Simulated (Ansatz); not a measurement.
`ClCCCCl`, 11 atoms. Total charge 0; spin multiplicity 1. All runs use 4 threads of an Arm Neoverse V1 on a shared host. Correlated methods freeze the cores.

Question: Give the basis size and wall time and peak host memory of each of these runs in Ansatz. RKS BHLYP-D4/def2-TZVPP energy; RKS ωB97M-V/def2-QZVPP energy; RHF-CCSD(T)/def2-TZVPP energy; RKS SPW92 (LDA)/def2-TZVPP energy; direct RPA on PBE orbitals/def2-TZVPP energy; RHF-MP2/def2-QZVPP energy; RKS PBE0-D4/def2-TZVP relaxation (5 steps); RHF-CCSD(T)/def2-SVP energy; RKS PBE0-D4/def2-QZVPP energy; RKS ωB97M-V/def2-SVP energy; RKS PBE0-D4/def2-SVP energy; RKS PBE0-D4/def2-TZVP frequencies. (Best estimate.)

Answer: Ansatz gave: Other jobs shared the machine, so times are rough.

```csv
level,job,functions,wall time,peak host memory (GiB)
RKS PBE0-D4/def2-SVP,energy,108,1.1 s,0.22
RKS SPW92 (LDA)/def2-TZVPP,energy,261,1.4 s,0.36
RKS BHLYP-D4/def2-TZVPP,energy,261,3.5 s,0.76
RKS ωB97M-V/def2-SVP,energy,108,4.6 s,0.34
RHF-CCSD(T)/def2-SVP,energy,108,4.9 s,0.5
direct RPA on PBE orbitals/def2-TZVPP,energy,261,5.5 s,0.65
RKS PBE0-D4/def2-QZVPP,energy,491,9.5 s,2
RKS PBE0-D4/def2-TZVP,relaxation (5 steps),203,20 s,0.57
RKS ωB97M-V/def2-QZVPP,energy,491,21 s,2.3
RHF-MP2/def2-QZVPP,energy,491,24 s,3.3
RKS PBE0-D4/def2-TZVP,frequencies,203,2.8 min,0.62
RHF-CCSD(T)/def2-TZVPP,energy,261,2.8 min,6.1
```
